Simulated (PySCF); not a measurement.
# A diatomic session: PO, part 2 of 2

PySCF 2.14.0; P def2-TZVPP, O def2-TZVPP; no relativity.

## (9) M06

Output of the SCF at 1.475 Å:

```text
[... 13 set-up lines left out, the same as in an earlier log ...]
max_memory 2100 MB (current use 469 MB)
[... 3 set-up lines left out, the same as in an earlier log ...]
XC functionals = M06
    Y. Zhao and D. G. Truhlar.,  Theor. Chem. Acc. 120, 215 (2008)
    Y. Zhao and D. G. Truhlar.,  Theor. Chem. Acc. 120, 215 (2008)
[... 2 set-up lines left out, the same as in an earlier log ...]
init E= -416.531428816952
cycle= 1 E= -416.532036204766  delta_E= -0.000607  |g|= 0.0551  |ddm|= 0.119
cycle= 2 E= -416.526172716777  delta_E= 0.00586  |g|= 0.135  |ddm|= 0.0823
cycle= 3 E= -416.533106381602  delta_E= -0.00693  |g|= 0.00583  |ddm|= 0.0622
cycle= 4 E= -416.533123278083  delta_E= -1.69e-05  |g|= 0.00104  |ddm|= 0.00599
cycle= 5 E= -416.533123993654  delta_E= -7.16e-07  |g|= 0.000362  |ddm|= 0.00133
cycle= 6 E= -416.53312413491  delta_E= -1.41e-07  |g|= 9.46e-05  |ddm|= 0.000498
cycle= 7 E= -416.533124161177  delta_E= -2.63e-08  |g|= 4.7e-05  |ddm|= 0.000209
cycle= 8 E= -416.533124169457  delta_E= -8.28e-09  |g|= 1.84e-05  |ddm|= 0.000138
cycle= 9 E= -416.533124170857  delta_E= -1.4e-09  |g|= 5.68e-06  |ddm|= 7.11e-05
cycle= 10 E= -416.533124170917  delta_E= -6e-11  |g|= 1.32e-06  |ddm|= 1.49e-05
Extra cycle  E= -416.533124170916  delta_E= 1.71e-13  |g|= 2.26e-06  |ddm|= 2.17e-06
converged SCF energy = -416.533124170916  <S^2> = 0.75229313  2S+1 = 2.0022918
```

Re = 1.471 Å, ωe = 1299 cm⁻¹, ωexe = 5.58 cm⁻¹, αe = 0.00472 cm⁻¹, Be = 0.7384 cm⁻¹, De = 6.20 eV, μ = -2.15 D.

## (10) B97-3 (global hybrid GGA)

Log of the SCF at 1.475 Å:

```text
[... 17 set-up lines left out, the same as in an earlier log ...]
XC functionals = HYB_GGA_XC_B97_3
    T. W. Keal and D. J. Tozer.,  J. Chem. Phys. 123, 121103 (2005)
[... 2 set-up lines left out, the same as in an earlier log ...]
init E= -416.520588144342
cycle= 1 E= -416.520691289214  delta_E= -0.000103  |g|= 0.0143  |ddm|= 0.0381
cycle= 2 E= -416.520308226842  delta_E= 0.000383  |g|= 0.0348  |ddm|= 0.0213
cycle= 3 E= -416.520772047629  delta_E= -0.000464  |g|= 0.00114  |ddm|= 0.0158
cycle= 4 E= -416.520773014252  delta_E= -9.67e-07  |g|= 0.000429  |ddm|= 0.00122
cycle= 5 E= -416.520773341575  delta_E= -3.27e-07  |g|= 0.000126  |ddm|= 0.000805
cycle= 6 E= -416.520773399404  delta_E= -5.78e-08  |g|= 4.31e-05  |ddm|= 0.000395
cycle= 7 E= -416.520773407187  delta_E= -7.78e-09  |g|= 1.69e-05  |ddm|= 0.000148
cycle= 8 E= -416.520773408238  delta_E= -1.05e-09  |g|= 6.29e-06  |ddm|= 6.06e-05
cycle= 9 E= -416.520773408291  delta_E= -5.33e-11  |g|= 1.64e-06  |ddm|= 1.35e-05
Extra cycle  E= -416.520773408288  delta_E= 2.84e-12  |g|= 3.47e-06  |ddm|= 2.77e-06
converged SCF energy = -416.520773408288  <S^2> = 0.75450242  2S+1 = 2.0044974
```

Re = 1.475 Å, ωe = 1289 cm⁻¹, ωexe = 5.50 cm⁻¹, αe = 0.00467 cm⁻¹, Be = 0.7345 cm⁻¹, De = 6.26 eV, μ = -2.07 D.

## (11) BLYP (GGA)

The SCF at the reference distance, 1.475 Å, printed:

```text
[... 17 set-up lines left out, the same as in an earlier log ...]
XC functionals = BLYP
    A. D. Becke.,  Phys. Rev. A 38, 3098 (1988)
    C. Lee, W. Yang, and R. G. Parr.,  Phys. Rev. B 37, 785 (1988)
    B. Miehlich, A. Savin, H. Stoll, and H. Preuss.,  Chem. Phys. Lett. 157, 200 (1989)
[... 2 set-up lines left out, the same as in an earlier log ...]
init E= -416.587427468566
cycle= 1 E= -416.590846137656  delta_E= -0.00342  |g|= 0.0242  |ddm|= 0.133
cycle= 2 E= -416.587809191849  delta_E= 0.00304  |g|= 0.0878  |ddm|= 0.0691
cycle= 3 E= -416.591137752601  delta_E= -0.00333  |g|= 0.012  |ddm|= 0.0376
cycle= 4 E= -416.591222788524  delta_E= -8.5e-05  |g|= 0.00206  |ddm|= 0.0128
cycle= 5 E= -416.591224388377  delta_E= -1.6e-06  |g|= 0.000374  |ddm|= 0.00166
cycle= 6 E= -416.591224457214  delta_E= -6.88e-08  |g|= 6.7e-05  |ddm|= 0.00027
cycle= 7 E= -416.591224459431  delta_E= -2.22e-09  |g|= 1.54e-05  |ddm|= 6.88e-05
cycle= 8 E= -416.591224459616  delta_E= -1.85e-10  |g|= 5.41e-06  |ddm|= 2.53e-05
Extra cycle  E= -416.591224459602  delta_E= 1.42e-11  |g|= 1.03e-05  |ddm|= 1.43e-05
converged SCF energy = -416.591224459602  <S^2> = 0.75284413  2S+1 = 2.0028421
```

Re = 1.500 Å, ωe = 1181 cm⁻¹, ωexe = 5.87 cm⁻¹, αe = 0.00515 cm⁻¹, Be = 0.7100 cm⁻¹, De = 6.61 eV, μ = -1.99 D. 13 s of CPU time for 12 points, integrals apart.

## (12) CAM-B3LYP

The SCF at the reference distance, 1.475 Å, printed:

```text
[... 13 set-up lines left out, the same as in an earlier log ...]
max_memory 2100 MB (current use 470 MB)
[... 3 set-up lines left out, the same as in an earlier log ...]
XC functionals = CAMB3LYP
    T. Yanai, D. P. Tew, and N. C. Handy.,  Chem. Phys. Lett. 393, 51 (2004)
[... 2 set-up lines left out, the same as in an earlier log ...]
init E= -416.571328481856
cycle= 1 E= -416.572312806428  delta_E= -0.000984  |g|= 0.0261  |ddm|= 0.108
cycle= 2 E= -416.571722328763  delta_E= 0.00059  |g|= 0.0483  |ddm|= 0.0309
cycle= 3 E= -416.572544395138  delta_E= -0.000822  |g|= 0.00197  |ddm|= 0.0209
cycle= 4 E= -416.572546576584  delta_E= -2.18e-06  |g|= 0.000438  |ddm|= 0.0018
cycle= 5 E= -416.572546950611  delta_E= -3.74e-07  |g|= 0.000229  |ddm|= 0.000737
cycle= 6 E= -416.572547154738  delta_E= -2.04e-07  |g|= 0.000115  |ddm|= 0.000594
cycle= 7 E= -416.572547224956  delta_E= -7.02e-08  |g|= 4.51e-05  |ddm|= 0.00043
cycle= 8 E= -416.572547235506  delta_E= -1.05e-08  |g|= 1.8e-05  |ddm|= 0.000179
cycle= 9 E= -416.572547237118  delta_E= -1.61e-09  |g|= 6.23e-06  |ddm|= 7.35e-05
cycle= 10 E= -416.572547237219  delta_E= -1.01e-10  |g|= 1.24e-06  |ddm|= 1.94e-05
Extra cycle  E= -416.572547237219  delta_E= -7.96e-13  |g|= 1.38e-06  |ddm|= 2.82e-06
converged SCF energy = -416.572547237219  <S^2> = 0.75543573  2S+1 = 2.0054284
```

Re = 1.469 Å, ωe = 1304 cm⁻¹, ωexe = 5.37 cm⁻¹, αe = 0.00467 cm⁻¹, Be = 0.7402 cm⁻¹, De = 6.23 eV, μ = -2.19 D.

## (13) UHF

Output of the SCF at 1.475 Å:

```text
******** <class 'pyscf.scf.uhf_symm.SymAdaptedUHF'> ********
method = SymAdaptedUHF
[... 11 set-up lines left out, the same as in an earlier log ...]
max_memory 2100 MB (current use 499 MB)
[... 1 set-up line left out, the same as in an earlier log ...]
Overwritten attributes  get_k get_j get_hcore get_jk get_occ  of <class 'pyscf.scf.uhf_symm.SymAdaptedUHF'>
<class 'pyscf.scf.uhf_symm.SymAdaptedUHF'> does not have attributes  refdm
[... 1 set-up line left out, the same as in an earlier log ...]
init E= -415.606814958796
cycle= 1 E= -415.620825570127  delta_E= -0.014  |g|= 0.0417  |ddm|= 0.14
cycle= 2 E= -415.621670249385  delta_E= -0.000845  |g|= 0.0233  |ddm|= 0.0435
cycle= 3 E= -415.621940167675  delta_E= -0.00027  |g|= 0.0121  |ddm|= 0.0161
cycle= 4 E= -415.622045625674  delta_E= -0.000105  |g|= 0.0032  |ddm|= 0.0128
cycle= 5 E= -415.622067369696  delta_E= -2.17e-05  |g|= 0.00152  |ddm|= 0.00652
cycle= 6 E= -415.622073207446  delta_E= -5.84e-06  |g|= 0.000841  |ddm|= 0.00285
cycle= 7 E= -415.622075836945  delta_E= -2.63e-06  |g|= 0.000397  |ddm|= 0.00236
cycle= 8 E= -415.62207654354  delta_E= -7.07e-07  |g|= 0.000272  |ddm|= 0.00105
cycle= 9 E= -415.622076928569  delta_E= -3.85e-07  |g|= 0.000222  |ddm|= 0.000729
cycle= 10 E= -415.622077335715  delta_E= -4.07e-07  |g|= 0.000192  |ddm|= 0.000898
cycle= 11 E= -415.622077850934  delta_E= -5.15e-07  |g|= 0.000158  |ddm|= 0.00133
cycle= 12 E= -415.622078462283  delta_E= -6.11e-07  |g|= 9.59e-05  |ddm|= 0.00233
cycle= 13 E= -415.622078669899  delta_E= -2.08e-07  |g|= 3.78e-05  |ddm|= 0.00191
cycle= 14 E= -415.622078680451  delta_E= -1.06e-08  |g|= 1.05e-05  |ddm|= 0.000419
cycle= 15 E= -415.622078680864  delta_E= -4.12e-10  |g|= 4.33e-06  |ddm|= 7.19e-05
Extra cycle  E= -415.622078680876  delta_E= -1.26e-11  |g|= 2.96e-06  |ddm|= 5.06e-06
converged SCF energy = -415.622078680876  <S^2> = 0.77160091  2S+1 = 2.0214855
```

Re = 1.441 Å, ωe = 1436 cm⁻¹, ωexe = 5.16 cm⁻¹, αe = 0.00429 cm⁻¹, Be = 0.7702 cm⁻¹, De = 2.67 eV, μ = -2.48 D. 7 s of CPU time for 12 points, integrals apart.

## (14) MP2 and coupled cluster

Reference: UHF; core orbitals frozen: 6; virtual orbitals above 20 hartree dropped in coupled cluster: 1. MP2 keeps all virtuals, so it differs from the MP2 energy in the coupled-cluster log.

The coupled-cluster run at the reference distance, 1.475 Å, printed:

```text
******** <class 'pyscf.cc.uccsd.UCCSD'> ********
CC2 = 0
CCSD nocc = (np.int64(6), np.int64(5)), nmo = (66, 66)
frozen orbitals [[0, 1, 2, 3, 4, 5, 72], [0, 1, 2, 3, 4, 5, 72]]
max_cycle = 80
direct = 0
conv_tol = 1e-07
conv_tol_normt = 1e-05
diis_space = 8
diis_start_cycle = 0
diis_start_energy_diff = 1e+09
max_memory 2100 MB (current use 571 MB)
Init t2, MP2 energy = -0.353457125253936
Init E_corr(UCCSD) = -0.353457125259469
cycle = 1  E_corr(UCCSD) = -0.343850779105692  dE = 0.00960634615  norm(t1,t2) = 0.11432
cycle = 2  E_corr(UCCSD) = -0.360728173034631  dE = -0.0168773939  norm(t1,t2) = 0.0436179
cycle = 3  E_corr(UCCSD) = -0.359512717026827  dE = 0.00121545601  norm(t1,t2) = 0.0307875
cycle = 4  E_corr(UCCSD) = -0.361653377679761  dE = -0.00214066065  norm(t1,t2) = 0.0112409
cycle = 5  E_corr(UCCSD) = -0.362066036232615  dE = -0.000412658553  norm(t1,t2) = 0.00295172
cycle = 6  E_corr(UCCSD) = -0.361827394203761  dE = 0.000238642029  norm(t1,t2) = 0.0013486
cycle = 7  E_corr(UCCSD) = -0.36184500343257  dE = -1.76092288e-05  norm(t1,t2) = 0.000434904
cycle = 8  E_corr(UCCSD) = -0.361858271274518  dE = -1.32678419e-05  norm(t1,t2) = 0.000184716
cycle = 9  E_corr(UCCSD) = -0.361852523452649  dE = 5.74782187e-06  norm(t1,t2) = 9.49201e-05
cycle = 10  E_corr(UCCSD) = -0.361853188004299  dE = -6.6455165e-07  norm(t1,t2) = 3.63699e-05
cycle = 11  E_corr(UCCSD) = -0.361854013214988  dE = -8.25210689e-07  norm(t1,t2) = 1.37484e-05
cycle = 12  E_corr(UCCSD) = -0.361854084523088  dE = -7.13081004e-08  norm(t1,t2) = 5.60781e-06
UCCSD converged
E(UCCSD) = -415.9839327653994  E_corr = -0.3618540845230881
UCCSD(T) correction = -0.0183679320359809
```

Correlation energy (eV) along the bond:

```
R (Å)      MP2  SCS-MP2     CCSD  CCSD(T)     T1
1.268   -8.948   -8.784      n/a      n/a    n/a
1.327   -9.127   -8.951   -9.479   -9.885  0.019
1.387   -9.318   -9.129   -9.622  -10.063  0.021
1.431   -9.469   -9.270   -9.733  -10.202  0.023
1.475   -9.626   -9.416   -9.847  -10.346  0.025
1.519   -9.762   -9.536   -9.960  -10.493  0.030
1.578  -10.019   -9.783  -10.119  -10.701  0.031
1.652  -10.311  -10.055  -10.316  -10.966  0.037
1.740  -10.661  -10.385  -10.553  -11.294  0.046
1.859  -11.085  -10.792      n/a      n/a    n/a
```

UHF-MP2: No constants are quoted: the points don't follow one smooth fit.

UHF-SCS-MP2: No constants are quoted: the points don't follow one smooth fit.

UHF-CCSD: Re = 1.476 Å, ωe = 1283 cm⁻¹, ωexe = 5.76 cm⁻¹, αe = 0.00485 cm⁻¹, Be = 0.7334 cm⁻¹, De = 5.42 eV.

UHF-CCSD(T): Re = 1.488 Å, ωe = 1224 cm⁻¹, ωexe = 6.44 cm⁻¹, αe = 0.00529 cm⁻¹, Be = 0.7216 cm⁻¹, De = 5.75 eV.

## (15) All curves

Energy (eV) from each level's lowest point:

```
R (Å)    UHF  UHF-MP2  UHF-SCS-MP2  UHF-CCSD  UHF-CCSD(T)    PBE   BLYP  r²SCAN  TPSSh   PBE0  B97-3    M06  CAM-B3LYP
1.268  1.666    2.303        2.258       n/a          n/a  2.345  2.381   2.166  2.194  2.078  2.108  2.046      2.017
1.327  0.634    1.092        1.058     0.960        1.054  1.123  1.154   0.995  1.014  0.928  0.946  0.905      0.885
1.387  0.125    0.393        0.371     0.309        0.368  0.411  0.435   0.334  0.345  0.292  0.301  0.278      0.267
1.431  0.000    0.117        0.106     0.073        0.104  0.125  0.142   0.087  0.092  0.065  0.069  0.058      0.052
1.475  0.041    0.000        0.000     0.000        0.000  0.000  0.009   0.000  0.000  0.000  0.000  0.000      0.000
1.519  0.210    0.034        0.050     0.056        0.023  0.000  0.000   0.038  0.033  0.061  0.058  0.069      0.074
1.578  0.586    0.152        0.179     0.273        0.191  0.146  0.132   0.233  0.223  0.288  0.283  0.306      0.318
1.652  1.219    0.493        0.540     0.709        0.559  0.488  0.455   0.636  0.620  0.733  0.726  0.764      0.785
1.740  2.118    1.042        1.109     1.371        1.130  1.044  0.984   1.260  1.239  1.409  1.403  1.454      1.489
1.859  3.402    1.903        1.986       n/a          n/a  1.896  1.800   2.199  2.179  2.425  2.413  2.435      2.540
```

The whole job (state search and all levels along the bond) took 6.8 min on 1 thread of Arm Neoverse V2 (shared host), peak memory 1.6 GiB.

## (16) Constants by level of theory

The summary covers parts 1 to 2.

Lowest PBE0 solution found, without spin–orbit coupling: ²Π (doublet), unpaired electrons π ↑. State 2 has its PBE0 minimum 3.19 eV higher. The other levels ran on the lowest alone.

```
      level  Re (Å)  ωe (cm⁻¹)  De (eV)  μ (D)
        UHF   1.441       1436     2.67  -2.48
   UHF-CCSD   1.476       1283     5.42    n/a
UHF-CCSD(T)   1.488       1224     5.75    n/a
        PBE   1.497       1200     6.63  -1.90
       BLYP   1.500       1181     6.61  -1.99
     r²SCAN   1.482       1252     6.14  -1.93
      TPSSh   1.484       1247     5.98  -1.95
       PBE0   1.474       1288     5.99  -2.05
      B97-3   1.475       1289     6.26  -2.07
        M06   1.471       1299     6.20  -2.15
  CAM-B3LYP   1.469       1304     6.23  -2.19
```

De is counted to P + O in their ground configurations. A positive dipole means P(−)O(+). No constants: UHF-MP2 (the points don't follow one smooth fit); UHF-SCS-MP2 (the points don't follow one smooth fit).

Differences from CCSD(T) in the same basis:

```
    level  Re (mÅ)  ωe (%)
      UHF      -48   +17.3
 UHF-CCSD      -12    +4.9
      PBE       +8    -1.9
     BLYP      +12    -3.5
   r²SCAN       -6    +2.3
    TPSSh       -5    +1.9
     PBE0      -14    +5.2
    B97-3      -13    +5.3
      M06      -17    +6.2
CAM-B3LYP      -19    +6.6
```

Time per point (s) on 1 thread of Arm Neoverse V2, shared host (CPU time, shared integrals of 0.13 s apart; correlated levels include their reference; CCSD comes with the CCSD(T) run); the times are rough: UHF 0.58, PBE 0.97, BLYP 1.1, r²SCAN 1.6, TPSSh 2.1, PBE0 1.6, B97-3 1, M06 7.8, CAM-B3LYP 2.9; the reference 17.

Cheap and still within 10 mÅ and 2.5 % of CCSD(T): r²SCAN (1.6 s), PBE (0.97 s), against 17 s for the dearest run.

**Reading.** Judged by CCSD(T) in the same basis: best bond length TPSSh (-5 mÅ), worst UHF (-48 mÅ); best wavenumber PBE and TPSSh (1.9 % off), worst UHF (+17.3 %). Hartree–Fock makes the bond too short and too stiff against this reference, as it mostly does. PBE has the long and soft bond that GGAs tend to give. Of the levels with a De here, UHF gives the least (2.67 eV) and PBE the most (6.63 eV).

Correlated steps freeze 6 core orbitals. At UHF the stretched side of the curve climbs above De, by a hump or because the determinant held fixed goes to a higher limit.
